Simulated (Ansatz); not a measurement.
**CF+ (quintet): the correlation ladder, cc-pVTZ**

How much of the correlation energy of CF+ (quintet) does each wave-function method recover here?

The runs use Ansatz 0.2.0, Gaussian basis; cc-pVTZ, core rule «outside noble gas», up to 2 orbitals frozen.

The runs, in order: UHF; CCSD(T) on ROHF; CCSD(T) on UHF; BCCD(T) on ROHF; CISD; CCSDT(Q) on ROHF; CCSDT(Q) on UHF; CASSCF and MRCISD+Q, 10 electrons in 8 orbitals; CASSCF and NEVPT4(SD), 10 electrons in 8 orbitals; CASSCF and NEVPT2, 10 electrons in 8 orbitals.

5 further runs of the same task are left out: 5 set aside as unsound or not needed.

### 1 What is computed

The geometry is a PBE0/def2-TZVP stationary point (not a proven minimum) of the parent state, kept for this charge and spin.

2 atoms, charge 1, spin multiplicity 5.

Atoms are counted from 1 here; the program's logs count them from 0.

Bond lengths: C1–F2 1.316 Å.

### 2 UHF

in.yaml reads:

```yaml
crystal:
  periodic: [false, false, false]
  atoms:
    - {symbol: C, position_ang: [0.000000, 0.000000, 0.000000]}
    - {symbol: F, position_ang: [0.000000, 0.000000, 1.315900]}
basis:
  gaussian: {orbitals: cc-pVTZ}
total_charge: 1
magnetization: {spin_polarized: true, initial_magnetization: 4}
hamiltonian: {xc: hf}
output: {orbitals: {seedname: orbitals}}
```

On the command line:

```console
ansatz run in.yaml --threads 1 --pin off --events-out ev --progress --plain --max-ram 3968MiB --backend cpu
```

Further steps of the session: CCSD(T) on ROHF; CCSD(T) on UHF; BCCD(T) on ROHF; CISD; CCSDT(Q) on ROHF; CCSDT(Q) on UHF; CASSCF and MRCISD+Q, 10 electrons in 8 orbitals; CASSCF and NEVPT4(SD), 10 electrons in 8 orbitals; CASSCF and NEVPT2, 10 electrons in 8 orbitals.

**Question.** What will the summary of the whole plan be? Wanted: UCCSDT(Q) below the RHF energy; RMP2 from UCCSDT(Q); UMP2 from UCCSDT(Q); RCCSD from UCCSDT(Q); RCCSD(T) from UCCSDT(Q); UCCSD(T) from UCCSDT(Q); RCCSDT(Q) from UCCSDT(Q); NEVPT2 valence from UCCSDT(Q); NEVPT4(SD) valence from UCCSDT(Q).

The runs gave:

| quantity | value |
| --- | --- |
| UCCSDT(Q) below the RHF energy | -7.2173 eV |
| RMP2 from UCCSDT(Q) | +677.2 meV |
| UMP2 from UCCSDT(Q) | +685.9 meV |
| RCCSD from UCCSDT(Q) | +172.4 meV |
| RCCSD(T) from UCCSDT(Q) | +19.0 meV |
| UCCSD(T) from UCCSDT(Q) | +16.3 meV |
| RCCSDT(Q) from UCCSDT(Q) | +3.5 meV |
| NEVPT2 valence from UCCSDT(Q) | +966.5 meV |
| NEVPT4(SD) valence from UCCSDT(Q) | +110.2 meV |
| MRCISD+Q valence from UCCSDT(Q) | +57.1 meV |
| levels within 1 kcal/mol (43 meV) | RCCSD(T), UCCSD(T), BCCD(T), RCCSDT, UCCSDT, RCCSDT(Q) |
| T1 diagnostic | 0.014 |
| effectively unpaired electrons | 4.00 |

What this shows: RCCSD(T) misses by +19.0 meV, 0.3 % of the correlation energy. One determinant dominates. Of the multireference levels listed MRCISD+Q valence comes nearest in total energy (+57.1 meV), which doesn't show that its space is the better one. These misses are within one basis, not against nature; the frozen cores of restricted and unrestricted runs differ, which can shift their rows.
